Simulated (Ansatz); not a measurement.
# C2H5FO2S: the cost of one run

Computed with Ansatz 0.2.0, driven from Python. Level of theory: PBE/def2-SVP.

**1. The system**

Bond lengths: C1–S2 1.779 Å, S2–O3 1.503 Å, S2–O4 1.503 Å, S2–C5 1.779 Å, C5–F6 1.382 Å, C1–H7 1.109 Å, C1–H8 1.110 Å, C1–H9 1.109 Å, C5–H10 1.110 Å, C5–H11 1.110 Å. Angles (14 of 18 angles, heavy atoms first): C1–S2–O3 109.4°, C1–S2–O4 109.5°, C1–S2–C5 109.7°, O3–S2–O4 109.4°, O3–S2–C5 109.4°, O4–S2–C5 109.5°, S2–C5–F6 109.7°, S2–C1–H7 109.6°, S2–C1–H8 109.6°, S2–C1–H9 109.6°, S2–C5–H10 109.5°, S2–C5–H11 109.5°, F6–C5–H10 109.4°, F6–C5–H11 109.4°.

No structure file is read: the coordinates are typed or built in the script.

**2. Script**

Contents of opt_c2h5fo2s.py:

```python
import warnings

import ansatz as az
import numpy as np

warnings.simplefilter("ignore", az.DeckWarning)

system = (
    az.Crystal.molecule()
    .atom("C", (-1.4312, -0.3081, -0.2637))
    .atom("S", (0.0649, 0.6541, -0.2874))
    .atom("O", (0.4248, 0.9814, -1.709))
    .atom("O", (-0.1478, 1.9292, 0.4786))
    .atom("C", (1.388, -0.2732, 0.4583))
    .atom("F", (1.073, -0.5574, 1.7735))
    .atom("H", (-1.2736, -1.2534, -0.8227))
    .atom("H", (-1.7063, -0.5423, 0.7854))
    .atom("H", (-2.2513, 0.2685, -0.739))
    .atom("H", (2.3235, 0.3225, 0.4244))
    .atom("H", (1.536, -1.2215, -0.0984))
)

setup = system.calculation()
setup = setup.basis(gaussian="def2-SVP")
setup = setup.functional("PBE")
setup = setup.accuracy("medium")
symbols = [site.symbol for site in system.cartesian_sites]
start = np.array([site.position_ang for site in system.cartesian_sites], dtype=float)
def progress(event):
    if event["event"] == "relax_step":
        row = event["data"]
        print(f"step {row['step']:3d}  E = {row['lagrangian_ev']:.6f} eV  max force {row['allowed_force_max_ev_ang']:.4f} eV/A")


r = setup.relax(force_tolerance=0.02).session().plan().execute(on_event=progress).report
end = np.array(r["positions_ang"])

print(f"E = {r['free_energy_ev']:.6f} eV = {r['free_energy_ev'] / 27.211386246:.7f} Ha")
print("converged:", r["converged"], " doubts:", r["published_state_doubts"] or "none")

print("final positions (A) and the move of each atom")
for symbol, xyz, old in zip(symbols, end, start):
    print(f"{symbol:2s} {xyz[0]:10.5f} {xyz[1]:10.5f} {xyz[2]:10.5f}   {np.linalg.norm(xyz - old):7.4f}")
```

**3. The run**

Command:

```console
$ python opt_c2h5fo2s.py
```

Q: Estimate wall time and peak memory on 1 thread of Arm Neoverse V2, shared host.

About 38 s, with a peak of 0.22 GiB.
